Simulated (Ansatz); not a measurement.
# How well does each level of theory give the band gap of cubic perovskite SrTiO₃ (cubic form, which distorts at low temperature)?

Reference value: 3.59 eV (measured, zero-point renormalisation of 336 meV (experimental, the table's column) added back here, indirect; inputs from Miglio et al. (2020), arXiv:2011.12765).

**Question.** Which of these levels comes closest to the reference?
(A) LDA (Ansatz, a first-principles code)
(B) Hartree–Fock (Ansatz)
(C) PBE0 (Ansatz)
(D) B3LYP (VWN-RPA form) (Ansatz)

**Answer.** D, B3LYP (VWN-RPA form) (Ansatz)

```json
[
 {"level (code)": "LDA (Ansatz)", "value (eV)": "1.78", "cell (Å³/atom)": "11.91", "error (eV)": "-1.81"},
 {"level (code)": "B3LYP (VWN-RPA form) (Ansatz)", "value (eV)": "3.65", "cell (Å³/atom)": "11.91", "error (eV)": "+0.06"},
 {"level (code)": "PBE0 (Ansatz)", "value (eV)": "4.08", "cell (Å³/atom)": "11.91", "error (eV)": "+0.49"},
 {"level (code)": "Hartree–Fock (Ansatz)", "value (eV)": "12.25", "cell (Å³/atom)": "11.91", "error (eV)": "+8.66"}
]
```

Closest of the ranked levels: B3LYP (VWN-RPA form) (+0.06 eV). Farthest off among them: Hartree–Fock (+8.66 eV). Of the ranked levels only B3LYP (VWN-RPA form) lands within 0.2 eV.

Semilocal Kohn–Sham gaps run low as a rule, and all computed gaps are for a static lattice, while measured ones hold electron–phonon shifts unless said otherwise. Spin–orbit coupling is included only where a level's name says +SOC; with heavier elements it mostly lowers gaps and can invert bands.  Values are at the measured cell. Cutoffs and k meshes differ between the levels. Ansatz's density-functional and Hartree–Fock values are scalar-relativistic unless marked +SOC, with PAW data made under PBE.

Differences are worked out from the printed values.
